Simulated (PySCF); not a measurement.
Some computed properties have been withheld. Give your best values.

Compound: diaminoborane, BH5N2.
InChI=1S/BH5N2/c2-1-3/h1H,2-3H2

Conformer (atom-mapped SMILES and torsion angles): `[NH2:1][BH:2][NH2:3]`: H–N1–B2–N3 0°, H–N1–B2–N3 180°, H–N3–B2–N1 0°, H–N3–B2–N1 180°.

| property | level | value |
| --- | --- | --- |
| point group | PBE0-D3(BJ)/def2-SVP | C2v |
| rotational constants A, B, C | PBE0-D3(BJ)/def2-SVP | 53.178, 9.028, 7.717 GHz |
| dipole moment | B97-2/pcSseg-2 | ? |
| HOMO energy | B97-2/pcSseg-2 | -6.66 eV |
| LUMO energy | B97-2/pcSseg-2 | 0.71 eV |
| 1H chemical shifts (computed TMS as zero) by class | GIAO B97-2/pcSseg-2 | ? |
| isotropic shieldings of nuclei other than C and H, by class | GIAO B97-2/pcSseg-2 | 76 (1 B), 198 (2 N) ppm |
| largest of the computed one-bond spin–spin couplings (means over like bonds) | B3LYP/pcJ-1 | 11B–1H +138.5, 15N–1H -86.5 (×4), 15N–11B -33.4 (×2) Hz |
| core binding energies | ΔSCF SCAN, pcX-2 on the ionised atom, pcseg-1 elsewhere, spin-free X2C | ? |

Gas-phase values; electronic properties from PySCF, density fitting. Geometry: PBE0-D3(BJ)/def2-SVP; no solvent or vibrations. NMR classes are plain means over equivalent atoms (diastereotopic ones count apart unless rotation or inversion swaps them), as if these changed places fast; in this geometry the members of some classes differ.

(1) What are the core binding energies?

(2) Give the dipole moment.

(3) What are the 1H chemical shifts (computed TMS as zero) by class?

Results:

(1) B1s 195.6, N1s 404.8 (×2) eV.

(2) 1.37 D.

(3) 4.11 (1 H), 2.16 (4 H) ppm.

The rotational constants make it an asymmetric top with κ = (2B − A − C)/(A − C) = -0.94, nearer the prolate limit (−1). A dipole of 1.37 D is allowed in C2v, and pure rotational transitions are dipole-allowed. With B = h/(8π²I), that is 505.379 GHz u Å² over I, the principal moments of inertia are 9.5, 56.0 and 65.5 u Å² (most abundant isotopes); the inertial defect Ic − Ia − Ib is 0.0 u Å² (zero for a rigid planar frame, negative otherwise). The dipole equals about 4.6 × 10⁻³⁰ C·m (1 D = 3.33564 × 10⁻³⁰ C·m).

For the core-ionisation job (SCAN ΔSCF), hardware: one thread of an x86-64 server (shared host). Cost: 3.5 s of wall time.
